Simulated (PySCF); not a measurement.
Gas-phase reaction: 3 CH₃SiH₂ + 2 H₂ + 2 C₃H₄ (allene) → 3 (CH₃)₃Si

Method: PySCF energies plus ideal-gas RRHO corrections (1 bar). † marks an energy on the PBE0/def2-TZVP geometry and frequencies. MP2 and CCSD(T) freeze the core. Open shells (unrestricted): CH₃SiH₂ (multiplicity 2), (CH₃)₃Si (multiplicity 2); the rest are closed-shell singlets. CH₃SiH₂, (CH₃)₃Si: computed as isolated molecules; such fragments, hydroxides, amides, oligomers or adducts are transient or little studied in the gas. MP2 isn't extrapolated to the basis-set limit. CCSD(T) isn't extrapolated to the basis-set limit.

```csv
level,"ΔH°(298 K), kJ"
CCSD(T)/def2-SVP†,-675
MP2/def2-SVP†,___
PBE/def2-TZVP†,-694
PBE0/def2-QZVP†,___
ωB97M-V/def2-TZVP†,___
ωB97X-V/def2-TZVP†,-753
```

Q: Complete the blanks.

A: 
- MP2/def2-SVP†, ΔH°(298 K), kJ: -726
- PBE0/def2-QZVP†, ΔH°(298 K), kJ: -755
- ωB97M-V/def2-TZVP†, ΔH°(298 K), kJ: -730
